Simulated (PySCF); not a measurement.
## Potential energy of Li₂ along the bond

Set-up: Li 3-21G; no relativity (PySCF 2.14). Energies in eV from Li + Li in their ground configurations at the same level. State: ¹Σg⁺ (singlet), closed shell.

```csv
R (Å),B3LYP
2.371,-0.7996
2.481,-0.8717
2.592,-0.9121
2.674,-0.9255
2.757,-0.9268
2.840,-0.9181
2.950,-0.8938
3.088,-0.8478
3.253,-0.7765
3.474,-0.6656
```

Question: Put a parabola through the three lowest points of the B3LYP curve and estimate Re, k and ωe (reduced mass 3.508 u; 1 eV/Å² = 0.16022 mdyn/Å; ωe = 1302.8·√(k/μ) cm⁻¹).

Answer: Through R = 2.674, 2.757, 2.84 Å the second-order coefficient is 0.726 eV/Å², so Re ≈ 2.726 Å, k ≈ 0.233 mdyn/Å and ωe ≈ 335 cm⁻¹. A polynomial fit of higher order to the unrounded B3LYP energies gives Re = 2.725 Å, k = 0.252 mdyn/Å, ωe = 349 cm⁻¹; anharmonicity and rounding make the difference.

The higher-order fit for each curve: B3LYP: Re = 2.725 Å, ωe = 349 cm⁻¹, De = 0.93 eV.

Closed-shell solutions of metal pairs were not tested for spin polarisation, which can lower them a little. 3-21G is very small, so such numbers show the basis as much as the molecule.
